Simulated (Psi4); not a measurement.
**BH3F− (SMILES [BH3-]F): MP2/6-311+G(d,p) (density fitting for correlation, ints tolerance 1e-08, sweep point 4)**

Aim: the vertical ionisation energy of BH3F− at MP2/6-311+G** (density fitting for correlation, ints tolerance 1e-08, sweep point 4), from 2 runs. 

The results are computed with Psi4 1.11.

4 further runs of the same task are left out: 4 set aside as unsound or not needed.

## Step 1: The system as given

BH3F− has 5 atoms, charge -1, and is taken as a singlet. As SMILES, `[BH3-]F`. The shape is that of a GFN2-xTB optimisation.

Bond lengths: B1–F2 1.447 Å, B1–H3 1.227 Å, B1–H4 1.228 Å, B1–H5 1.228 Å. Angles: F2–B1–H3 108.4°, F2–B1–H4 108.4°, F2–B1–H5 108.4°, H3–B1–H4 110.7°, H3–B1–H5 110.5°, H4–B1–H5 110.5°.

## Step 2: The energy at MP2/6-311+G(d,p) (density fitting for correlation, ints tolerance 1e-08, sweep point 4)

File job.inp:

```
memory 1600 mb

molecule mol {
  -1 1
  B     -0.035750     0.029280    -0.033890
  F      0.855550    -0.717910     0.826970
  H     -1.067340     0.264210     0.588100
  H     -0.274560    -0.651290    -1.027540
  H      0.522090     1.075700    -0.353640
  symmetry c1
}

set globals {
  basis           6-311+G**
  reference       rhf
  puream          true
  scf_type        direct
  num_frozen_docc 2
  ints_tolerance  1e-08
  maxiter         60
}

energy_value = energy('mp2')
```

Run with:

```console
psi4 job.inp job.out -n 1
```

job.out:

```text
[...]
  Running in c1 symmetry.
[...]
  Nuclear repulsion =   30.284623548232830
[...]
  Multiplicity = 1
[...]
  Nalpha       = 9
  Nbeta        = 9
[...]
    Number of basis functions: 62
[...]
   @DF-RHF iter   1:  -125.86458836866314   -8.53910e-01   6.14410e-03 ADIIS/DIIS
[...]
   @RHF iter  14:  -125.93609113285021   -3.63798e-12   8.00739e-09 DIIS
[...]
    Orbital Energies [Eh]
    ---------------------
    Doubly Occupied:
       1A    -25.996616     2A     -7.344853     3A     -1.290887
       4A     -0.498037     5A     -0.387226     6A     -0.387167
       7A     -0.345733     8A     -0.188534     9A     -0.188135
[...]
  @RHF Final Energy:  -125.93609113285021
   => Energetics <=
    Nuclear Repulsion Energy =             30.2846235482328296
    One-Electron Energy =                -239.1870530237914068
    Two-Electron Energy =                  82.9663383427083545
    Total Energy =                       -125.9360911328502084
[...]
 Multipole Moments:
 ------------------------------------------------------------------------------------
     Multipole            Electronic (a.u.)      Nuclear  (a.u.)        Total (a.u.)
 ------------------------------------------------------------------------------------
 L = 1.  Multiply by 2.5417464519 to convert [e a0] to [Debye]
 Dipole X            :          2.4954780           -1.9581879            0.5372902
 Dipole Y            :         -2.0971407            1.6446980           -0.4524427
 Dipole Z            :          2.4153381           -1.8942086            0.5211295
 Magnitude           :                                                    0.8746205
[...]
```

Wall time 2.3 s (1 thread of Intel Xeon 6975P-C (Granite Rapids), shared host); peak memory 0.2 GiB.

## Step 3: Doublet neutral BH3F

File input.inp:

```
memory 1600 MB

molecule m {
  0 2
  B     -0.035750     0.029280    -0.033890
  F      0.855550    -0.717910     0.826970
  H     -1.067340     0.264210     0.588100
  H     -0.274560    -0.651290    -1.027540
  H      0.522090     1.075700    -0.353640
  units angstrom
  symmetry c1
}

set reference uhf
set puream true
set scf_type direct
set num_frozen_docc 2
set ints_tolerance 1e-08
set maxiter 150

energy('mp2/6-311+G**')
print_variables()
```

Run with:

```console
psi4 input.inp input.out -n 1
```

input.out:

```text
[...]
  Running in c1 symmetry.
[...]
  Nuclear repulsion =   30.284623548232830
[...]
  Multiplicity = 2
[...]
  Nalpha       = 9
  Nbeta        = 8
[...]
    Number of basis functions: 62
[...]
   @DF-UHF iter   1:  -125.74695475589789   -7.36276e-01   4.66882e-03 DIIS/ADIIS
[...]
   @UHF iter  29:  -125.79293958549978   -1.06581e-12   5.74383e-09 DIIS
[...]
   @S^2 Observed:                7.677530404E-01
[...]
    Orbital Energies [Eh]
    ---------------------
    Alpha Occupied:
       1A    -26.279673     2A     -7.663127     3A     -1.568322
       4A     -0.832039     5A     -0.694496     6A     -0.659757
       7A     -0.653340     8A     -0.556284     9A     -0.484115
    Alpha Virtual:
      10A      0.054877    11A      0.074082    12A      0.079660
      13A      0.081035    14A      0.211946    15A      0.228129
      16A      0.233482    17A      0.277328    18A      0.355907
      19A      0.360885    20A      0.367318    21A      0.405373
      22A      0.427870    23A      0.481261    24A      0.596891
      25A      0.626417    26A      0.646284    27A      0.675114
[...]
  @UHF Final Energy:  -125.79293958549978
   => Energetics <=
    Nuclear Repulsion Energy =             30.2846235482328296
    One-Electron Energy =                -234.2393639329517327
    Two-Electron Energy =                  78.1618007992191082
    Total Energy =                       -125.7929395854997807
  UHF NO Occupations:
  HONO-2 :    7  A 1.9983503
  HONO-1 :    8  A 1.9938153
[...]
 Multipole Moments:
 ------------------------------------------------------------------------------------
     Multipole            Electronic (a.u.)      Nuclear  (a.u.)        Total (a.u.)
 ------------------------------------------------------------------------------------
 L = 1.  Multiply by 2.5417464519 to convert [e a0] to [Debye]
 Dipole X            :          1.7757279           -1.9581879           -0.1824599
 Dipole Y            :         -0.7886696            1.6446980            0.8560283
 Dipole Z            :          1.3118336           -1.8942086           -0.5823750
 Magnitude           :                                                    1.0513024
[...]
```

It took 3 s on 1 thread of Intel Xeon 6975P-C (Granite Rapids), shared host; peak memory 0.2 GiB.

## Step 4: Summary of results

At MP2/6-311+G** (density fitting for correlation, ints tolerance 1e-08, sweep point 4), 2 core orbitals frozen:

```
                                                                        quantity          value
                                                     singlet BH3F−: total energy  -126.27594 Eh
                              singlet BH3F−: HOMO energy (Hartree–Fock orbitals)       -5.12 eV
                              singlet BH3F−: LUMO energy (Hartree–Fock orbitals)        5.88 eV
            singlet BH3F−: HOMO–LUMO gap (to an unbound level, set by the basis)       11.00 eV
                      singlet BH3F−: correlation energy (2 core orbitals frozen)     -339.8 mEh
                                              doublet neutral BH3F: total energy  -126.11541 Eh
doublet neutral BH3F: HOMO energy (Hartree–Fock orbitals) (highest over α and β)      -12.28 eV
 doublet neutral BH3F: LUMO energy (Hartree–Fock orbitals) (lowest over α and β)       -2.80 eV
               doublet neutral BH3F: correlation energy (2 core orbitals frozen)     -322.5 mEh
                         doublet neutral BH3F: ⟨S²⟩ of the reference determinant          0.768
                             vertical detachment energy (to the doublet neutral)       4.368 eV
```

Removing an electron at fixed nuclei costs 4.37 eV (101 kcal/mol).
